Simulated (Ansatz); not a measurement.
# [OH···H···BH2], doublet along the distance O1-H3

Starting geometry:

```xyz
6

O    -1.1998   -0.0303    0.0000
H    -1.4491    0.8963    0.0000
H    -0.2402   -0.0303    0.0000
B     1.5492   -0.0303    0.0000
H     2.0583   -0.0303    1.0770
H     2.0583   -0.0303   -1.0770
```

From there H3 is moved from one fragment to the other while all else, the fragments' distance too, stays fixed; atoms are numbered as listed. Energies are in kcal/mol, counted from the starting geometry at the same level.

Basis cc-pVDZ; Ansatz 0.2.0. Only valence electrons are correlated (noble-gas cores frozen). R marks a restricted (for open shells ROHF) determinant, U an unrestricted one.

Full CI isn't at hand for all of this; UCCSDT(Q) serves as the reference, and is uncertain by about the last step of the cluster series. The frozen core follows each run's orbitals, which can shift R against U totals by a few meV.

```
distance O1-H3 (Å)  UCCSDT(Q)  error RMP2  error UMP2  error RCCSD  error BCCD(T)  error RCCSDT  error UCCSDT
             0.892        4.2        -0.1        -0.2         -0.2            0.0           0.0           0.0
             0.960        0.0         0.0         0.0          0.0            0.0           0.0           0.0
             1.048        1.8         0.2         0.5          0.4            0.1           0.0           0.0
             1.137        6.9         0.4         1.6          0.8            0.2           0.1           0.1
             1.225       11.7        -0.1         3.8          1.2            0.2           0.1           0.1
             1.314       14.1         4.9         6.0          1.0            0.2           0.1           0.1
             1.402       14.1         7.0         6.7          0.5            0.1           0.0           0.0
             1.491       13.0         6.5         6.3          0.0            0.0          -0.1          -0.1
             1.579       13.3         5.8         5.8         -0.4            0.0          -0.1          -0.1
```

Errors are those of relative energies. In total energy the starting point itself misses UCCSDT(Q) by: RMP2 22.0, UMP2 22.0, RCCSD 3.9, BCCD(T) 0.7, RCCSDT 0.4, UCCSDT 0.3 kcal/mol.

Spread of the error over the points with a reference, to 1.579 Å (largest less smallest): UCCSDT 0.2, RCCSDT 0.2, BCCD(T) 0.3, RCCSD 1.6, UMP2 6.8, RMP2 7.1 kcal/mol.
